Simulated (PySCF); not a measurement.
Species: C5H11O (doublet state).
Structure used (GFN2-xTB), in Å, numbered top down from 1:
```
atom  x, y, z in Å
C1    -0.9643   -1.1844   -0.6031
C2    -0.7803   -0.1559    0.4375
C3    -1.8754    0.9282    0.3197
C4     0.6009    0.5067    0.3216
C5     1.7220   -0.5050    0.5626
O6     3.0049    0.0659    0.4704
H7    -1.4903   -2.0952   -0.3980
H8    -0.7079   -0.9625   -1.6216
H9    -0.8705   -0.6155    1.4279
H10   -1.7492    1.6756    1.0992
H11   -2.8598    0.4786    0.4219
H12   -1.8169    1.4176   -0.6496
H13    0.7110    0.9359   -0.6787
H14    0.6908    1.3164    1.0482
H15    1.6131   -1.3411   -0.1455
H16    1.6564   -0.9066    1.5766
H17    3.1084    0.4532   -0.4060
```

The hyperfine couplings belong to this conformer and change with its torsions.

The species is `[CH2][C@H](C)CCO` [radical].

Computed with PySCF, UKS B3LYP, pcH-1 on C H O, non-relativistic, mean-field spin-orbit, GIAO. One conformer (not necessarily the lowest) at the GFN2-xTB geometry, without solvent, vibrations or thermal averaging. The geometry wasn't refined by DFT: couplings that depend on bond lengths, twists or pyramidal angles can differ widely from those at the functional's own minimum. The SCF solution wasn't tested for stability.

The Mulliken spin populations are largest on C1 (+1.08) and C2 (-0.08). No atom but C1 exceeds +0.15. The positive populations add up to 1.17 and the negative ones to -0.17, together 2S = 1. The angles at C1 add up to 359.3°, so it is planar; its axial dipolar tensor and the negative couplings of its protons fit spin in a p orbital normal to that plane.

Question: Find Q in a(H) = Q·ρ(C) for the protons on the planar carbons that carry spin.

Answer: 
```json
{"H": "H7", "C": "C1", "ρ(C)": "+1.075", "a(H) (G)": "-22.49", "a/ρ (G)": "-20.9"}
{"H": "H8", "C": "C1", "ρ(C)": "+1.075", "a(H) (G)": "-21.87", "a/ρ (G)": "-20.3"}
```

These protons share one ρ (within 0.01), so their mean ratio, Q = -20.6 G, is no test of linearity.

Couplings in gauss use g_iso = 2.0026.
